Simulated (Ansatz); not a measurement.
The input, for Ansatz 0.2.0:

```yaml
crystal:
  periodic: [false, false, false]
  atoms:
    - {symbol: F, position_ang: [0.000000, -0.916623, 2.112055]}
    - {symbol: Ge, position_ang: [0.000000, 0.329446, 0.886053]}
    - {symbol: Ge, position_ang: [0.000000, -0.111789, -1.463364]}
    - {symbol: H, position_ang: [0.000000, 1.591075, 1.795915]}
basis:
  gaussian: {orbitals: cc-pVDZ}
magnetization: {spin_polarized: true, initial_magnetization: 0}
correlation: {method: ccsd_t, electrons: outside_noble_gas}
output: {forces: true}
```

```sh
$ ansatz run in.yaml --threads 1 --pin off --events-out ev --progress --plain --max-ram 4096MiB --backend cpu
```

(1) Roughly how long does this take on 1 thread of AMD EPYC 7R13, shared host, and how much host memory?

```
830 factors; integrals over basis functions are off by at most 1.2e-3 eV
mean field evaluation 1: about -115664.3203 eV, gradient 1.9e1 eV
mean field evaluation 2: about -115664.3265 eV, gradient 1.9e1 eV
mean field evaluation 4: about -115666.2792 eV, gradient 1.4e0 eV
mean field evaluation 8: about -115666.3102 eV, gradient 4.7e-4 eV
mean field evaluation 16: about -115666.3823 eV, gradient 5.4e-1 eV
mean field evaluation 32: about -115666.2713 eV, gradient 1.8e0 eV
mean field evaluation 64: about -115666.4514 eV, gradient 1.2e-3 eV
mean field evaluation 96: about -115666.4512 eV, gradient 5.3e-2 eV
mean field evaluation 128: about -115666.7457 eV, gradient 5.0e-1 eV
mean field evaluation 160: about -115666.4514 eV, gradient 2.6e-2 eV
...
mean field evaluation 576: about -115666.7589 eV, gradient 5.7e-4 eV
mean field evaluation 608: about -115664.8445 eV, gradient 3.9e-3 eV
mean field evaluation 640: about -115661.1886 eV, gradient 1.0e1 eV
mean field evaluation 672: about -115664.5644 eV, gradient 5.5e-2 eV
mean field evaluation 704: about -115663.3345 eV, gradient 5.8e-4 eV
mean field evaluation 736: about -115663.3318 eV, gradient 3.8e-1 eV
mean field evaluation 768: about -115663.2966 eV, gradient 9.8e-3 eV
mean field evaluation 800: about -115663.3345 eV, gradient 5.3e-4 eV
mean field -115666.75894440 eV, -4250.6749894614 hartree, gradient 1.6e-6 eV, S^2 1.021600; 20 other end points of the search recorded, 0 dependent functions left out
determinant -115666.75894440 eV, -4250.6749894614 hartree, with singles and doubles -115676.34819319 eV, -4251.0273878547 hartree
determinant -115666.45143172 eV, -4250.6636885790 hartree, with singles and doubles -115676.41231674 eV, -4251.0297443519 hartree
determinant -115666.30991748 eV, -4250.6584880268 hartree, with singles and doubles -115676.47070600 eV, -4251.0318901174 hartree
determinant -115664.84453602 eV, -4250.6046362513 hartree, with singles and doubles -115674.84178560 eV, -4250.9720283968 hartree
determinant -115664.56395513 eV, -4250.5943250938 hartree, with singles and doubles -115674.12254693 eV, -4250.9455968633 hartree
determinant -115664.22042186 eV, -4250.5817004788 hartree, with singles and doubles -115674.01058761 eV, -4250.9414824343 hartree
determinant -115664.11422137 eV, -4250.5777976828 hartree, with singles and doubles -115674.16086195 eV, -4250.9470049144 hartree
determinant -115663.57103897 eV, -4250.5578360977 hartree, with singles and doubles -115673.52964260 eV, -4250.9238080311 hartree
determinant -115663.33454265 eV, -4250.5491450183 hartree, with singles and doubles -115674.01484898 eV, -4250.9416390366 hartree
determinant -115663.29662737 eV, -4250.5477516577 hartree, with singles and doubles -115673.07081302 eV, -4250.9069463551 hartree
determinant -115666.75894440 eV, -4250.6749894614 hartree, with singles and doubles -115676.35783088 eV, -4251.0277420333 hartree
determinant -115666.45143172 eV, -4250.6636885790 hartree, with singles and doubles -115676.43954776 eV, -4251.0307450734 hartree
determinant -115666.30991748 eV, -4250.6584880268 hartree, with singles and doubles -115676.47099553 eV, -4251.0319007574 hartree
29 core orbitals not correlated: weight in the atoms' cores, before any rotation towards them, 0.952 or more for the frozen orbitals, at most 0.048 for the correlated occupied ones
reference -115666.30991748 eV, -4250.6584880268 hartree; 8, 8 occupied and 36, 36 virtual orbitals, 830 factors
second order -9.32433360 eV of doubles, -0.00000000 eV of singles
cycle   1  -10.16107256 eV  change    5.5e-6 eV  update   2.8e-6
cycle   2  -10.16107249 eV  change    7.4e-8 eV  update   1.6e-6
perturbative correction -0.30872534 eV, -0.0113454470 hartree
the calculation of the forces begins
Total energy: -115676.77971531 eV, -4251.0432460003 hartree
Atom 0 at     0.000000    -0.916623     2.112055 Å, force     0.000000    -0.753559     0.395413 eV/Å
Atom 1 at     0.000000     0.329446     0.886053 Å, force    -0.000000     0.602688    -0.297531 eV/Å
Atom 2 at     0.000000    -0.111789    -1.463364 Å, force    -0.000000     0.029423     0.156376 eV/Å
Atom 3 at     0.000000     1.591075     1.795915 Å, force    -0.000000     0.121448    -0.254258 eV/Å
Dipole moment:     0.000000     0.252836    -0.393135 e Å
```

Forces (eV/Å):
```
F    0.000 -0.754  0.395
Ge   0.000  0.603 -0.298
Ge   0.000  0.029  0.156
H    0.000  0.121 -0.254
```

The determinant lies 0.45 eV above the lowest one of its kind in the log.

Results:

(1) 73 s wall and 0.29 GiB.
